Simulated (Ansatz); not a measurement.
## Structure relaxation of BaY₂

Computed with Ansatz 0.2.0, DFT PBE, scalar-relativistic, plane waves, PAW.

BaY₂ was placed on the marcasite structure type (Pnnm, No. 58), with Ba in place of Fe, Y in place of S, at a guessed volume.

Input of the last, converged step (default PAW datasets):

```yaml
crystal:
  lattice:
    - [-1.8687418254, 2.6440073356, 5.8323708083]
    - [1.8687418254, -2.6440073356, 5.8323708083]
    - [1.8687418254, 2.6440073356, -5.8323708083]
  atoms:
    - { symbol: Ba, position: [0.0, 0.0, 0.0] }
    - { symbol: "Y", position: [0.6785810674, 0.6785810674, 0.0] }
    - { symbol: "Y", position: [0.3214189326, 0.3214189326, 0.0] }
basis:
  ecutwfc: 420
kpoints:
  mp_grid: { grid: [16, 16, 16] }
hamiltonian:
  xc: pbe
scf:
  occupations: { method: gaussian, width: 0.1 }
output:
  forces: true
  stress: true
  eigenvalues: true
  write_density: true
  write_potential: true
  elf: true
  volumetric_format: npy
relax:
  adjacent_minimum: "off"
  f_tol: 0.01
  max_steps: 80
  cell: { stress_tol: 0.05 }
```

Launched as:

```bash
ansatz run input.yaml --threads 1 --pin off --max-ram 2560MiB --backend cpu --events-out ev --progress --plain --runs-dir out
```

The run took 11 min on 1 thread of Intel(R) Xeon(R) Platinum 8259CL CPU @ 2.50GHz (Skylake/Cascade Lake), on a shared host, peak memory 1.4 GiB.

End of the output:

```
SCF converged after 5 iterations
Free energy (F): -13646.171139 eV
Harris-Foulkes:  -13646.171139 eV  (|F-HF|=0.00e0)
Internal energy: -13646.143469 eV  (E = F + TS)
E sigma→0 (E₀):  -13646.157304 eV
Entropy (-TS):   -0.027671 eV (-9.224 meV/atom)
Fermi energy:    8.595126 eV
--- Per-component energies (eV) ---
  E_band       = -316.107379
  E_kinetic    = 775.844697
  E_local      = -1617.534515  (includes V_loc(G=0)·N_el)
  E_nonlocal   = 158.114033
  E_hartree    = 520.441724
  E_xc         = -512.520544
  E_vxc        = -530.973067  (∫ρ·V_xc dr)
  E_paw        = -10876.741326  (= ΣΔE_a)
  E_vpaw       = -142.442009  (= ΣTr[D̂ρ^β])
  E_aug_tail   = 0.000004  (compensation charges beyond the density's cutoff)
  E_ewald      = -2093.747541
  E_smearing   = -0.027671  (= −TS)
  E_closure    = 0.000000  (closes the sum)
  Σ components = -13646.171139   (vs F -13646.171139, Δ=0.00e0)
--- Forces (eV/Å), atoms counted from 1 ---
  atom   1  Ba     0.00000000     0.00000000     0.00000000
  atom   2  Y      0.00000000     0.00000000    -0.00099777
  atom   3  Y      0.00000000     0.00000000     0.00099777
  max |Σ_I F_I| component: 2.17e-19 eV/Å
--- Stress (GPa, compression-positive) ---
        0.011518       0.000000       0.000000
        0.000000       0.031231       0.000000
        0.000000       0.000000       0.033207
  P = ⅓ Tr σ = 0.0253 GPa (0.253 kbar)
--- Relaxed structure (5 steps of the walk, 5 accepted, 1 SCFs on fresh bases) ---
  F+E_penalty+E_count = -13646.17113945 eV   max|allowed force component| = 9.978e-4 eV/Å   (the final SCF, on the basis selected at the relaxed cell)
  cell:  # Å, volume = 115.9541 Å³
    - [-1.896723, 2.602327, 5.873007]
    - [1.896723, -2.602327, 5.873007]
    - [1.896723, 2.602327, -5.873007]
  atoms:
    - { symbol: Ba, position: [0.000000, 0.000000, 0.0] }
    - { symbol: Y, position: [0.679259, 0.679259, 0.0] }
    - { symbol: Y, position: [0.320741, 0.320741, 0.0] }
```

Absolute energies hang on the potentials; compare differences alone.

The result has space group Immm (No. 71). Ba has 10 Y at 3.77–3.85 Å and 2 Ba at 3.79 Å; around Y lie 6 Y at 3.62–3.79 Å, 5 Ba at 3.77–3.85 Å and 1 Y at 4.21 Å.

Against the elements it lies at 0.24 eV/atom. The zero of energy is the elements' standard structures at the same level; no fitted shifts are applied.

The k mesh leaves about 4 meV/atom of noise in metals.

A structure relaxed within its symmetry needn't be a true minimum.